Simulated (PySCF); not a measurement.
PS₂⁺: fields on a plane

Computed with PySCF, PBE0, basis P def2-TZVP, S def2-TZVP (no relativity, density fitting).

The singlet minimum has P–S 1.835 Å (×2); S–P–S 180.0°.

The plane holds P1 at (0.00, 0.00), S2 at (1.84, 0.00), S3 at (-1.84, 0.00) Å. Columns run from x = -3.75 to 4.05 Å, rows from y = 2.25 (top) to -1.95 Å, in steps of 0.3 Å. Other isomers or separated fragments may lie lower.

Q: Give the electron density (e/Å³) (cut at 5 e/Å³). Lower edges of the bins (e/Å³): '_' 0.000, '.' 0.030, ':' 0.076, '-' 0.151, '=' 0.268, '+' 0.455, '*' 0.750, '#' 1.218, '%' 1.960, '@' 3.136; top 5.00, each point printed twice.

A: 
```
______________________________________________________
______________________________________________________
____________............................______________
________..::::::::::::::::::::::::::::::::..__________
______..--========----------------========--..________
____..::==++****++++++++++++++++++++****++==::..______
____::--++##%%####******%%%%******####%%##++--::______
____::==**%%@@@@####**%%@@@@%%**####@@@@%%**==::______
____::==**%%@@@@####**%%@@@@%%**####@@@@%%**==::______
____::--++##%%####******%%%%******####%%##++--::______
____..::==++****++++++++++++++++++++****++==::..______
______..--========----------------========--..________
________..::::::::::::::::::::::::::::::::..__________
____________............................______________
______________________________________________________
```

Q: Give the electrostatic potential (V) (cut at 20 V). Lower edges of the bins (V): '_' 3.410, '.' 3.508, ':' 3.663, '-' 3.910, '=' 4.300, '+' 4.918, '*' 5.898, '#' 7.452, '%' 9.914, '@' 13.816; top 20.0, each point printed twice.

A: 
```
..::----========++++++++++++++++++++========----::..__
::--======++++++++++++********++++++++++++======--::..
--====++++++************####************++++++====--::
====++****##############%%%%##############****++====--
==++****##%%%%%%%%%%%%@@@@@@@@%%%%%%%%%%%%##****++==--
++++**##@@@@@@@@@@@@@@@@@@@@@@@@@@@@@@@@@@@@##**++++==
++**##%%@@@@@@@@@@@@@@@@@@@@@@@@@@@@@@@@@@@@%%##**++==
++**##@@@@@@@@@@@@@@@@@@@@@@@@@@@@@@@@@@@@@@@@##**++==
++**##@@@@@@@@@@@@@@@@@@@@@@@@@@@@@@@@@@@@@@@@##**++==
++**##%%@@@@@@@@@@@@@@@@@@@@@@@@@@@@@@@@@@@@%%##**++==
++++**##@@@@@@@@@@@@@@@@@@@@@@@@@@@@@@@@@@@@##**++++==
==++****##%%%%%%%%%%%%@@@@@@@@%%%%%%%%%%%%##****++==--
====++****##############%%%%##############****++====--
--====++++++************####************++++++====--::
::--======++++++++++++********++++++++++++======--::..
```
